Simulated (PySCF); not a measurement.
# A diatomic session: PH

One job finds the state of PH, follows it along the bond with each method and fits the curves.

Program: PySCF 2.14.0. Level of theory: P def2-TZVPPD, H def2-TZVPPD, no relativity. These are calculated values, not measurements.

## 1. Set-up

A driver script around PySCF takes these settings:

```
atoms                         : P, H
charge                        : 0
basis                         : P def2-TZVPPD, H def2-TZVPPD
Hamiltonian                   : no relativity
basis functions               : 65
electrons treated             : 16
masses in u                   : 30.9738, 1.0078
levels                        : PBE0, PBE, r²SCAN, PBEsol, LDA, PW91, BHandHLYP, r²SCANh, CAM-B3LYP, HF, MP2, SCS-MP2, CCSD, CCSD(T)
grid                          : 80 radial by 434 angular points
occupations                   : held fixed by the projection of orbital angular momentum
dissociation limit            : P + H, each in its ground configuration
starting distance in angstrom : 1.385
values of 2S to try           : 0, 2, 4
```

Started as:

```console
OMP_NUM_THREADS=1 python dia.py task.json out
```

The runs that follow: PBE0 along the bond; Other states along the same grid; PBE (GGA); r²SCAN (meta-GGA); PBEsol; LDA (local density); PW91 (GGA); BHandHLYP (global hybrid GGA); r²SCANh; CAM-B3LYP; UHF (mean field); Correlated methods on the Hartree–Fock reference.

Before running it: what results should come out? Wanted: for each run, Re; ωe; De; μ.

**Answer**, as computed:

Lowest PBE0 solution found, without spin–orbit coupling: ³Σ⁻ (triplet), unpaired electrons π ↑↑. State 2 has its PBE0 minimum 0.35 eV higher, as a spin-mixed determinant (⟨S²⟩ = 1.01), so this is no gap between pure states. State 3 has its PBE0 minimum 1.58 eV higher. The other levels ran on the lowest alone.

```
      level  Re (Å)  ωe (cm⁻¹)  De (eV)  μ (D)
        UHF   1.411       2497     2.26   0.53
    UHF-MP2   1.416       2437     2.89    n/a
UHF-SCS-MP2   1.418       2423     3.03    n/a
   UHF-CCSD   1.423       2382     3.06    n/a
UHF-CCSD(T)   1.425       2362     3.08    n/a
        LDA   1.441       2284     3.64   0.43
        PBE   1.440       2290     3.26   0.40
     PBEsol   1.442       2287     3.37   0.43
       PW91   1.437       2295     3.28   0.40
     r²SCAN   1.426       2365     3.27   0.47
    r²SCANh   1.423       2387     3.26   0.47
       PBE0   1.427       2375     3.22   0.45
  BHandHLYP   1.415       2435     3.28   0.45
  CAM-B3LYP   1.422       2391     3.33   0.44
```

De is counted to P + H in their ground configurations. A positive dipole means P(−)H(+).

Differences from CCSD(T) in the same basis:

```csv
level,Re (mÅ),ωe (%)
UHF,-14,+5.7
UHF-MP2,-9,+3.2
UHF-SCS-MP2,-7,+2.6
UHF-CCSD,-2,+0.8
LDA,+16,-3.3
PBE,+15,-3.0
PBEsol,+17,-3.2
PW91,+12,-2.8
r²SCAN,+1,+0.1
r²SCANh,-2,+1.1
PBE0,+3,+0.5
BHandHLYP,-10,+3.1
CAM-B3LYP,-3,+1.2
```

What this shows: Judged by CCSD(T) in the same basis: best bond length r²SCAN (+1 mÅ), worst PBEsol (+17 mÅ); best wavenumber r²SCAN (+0.1 %), worst UHF (+5.7 %). Hartree–Fock makes the bond too short and too stiff against this reference, as it mostly does. PBE gives a bond that is too long and too soft, as GGAs tend to. Of the levels with a De here, UHF gives the least (2.26 eV) and LDA the most (3.64 eV).

Correlated steps freeze 5 core orbitals.
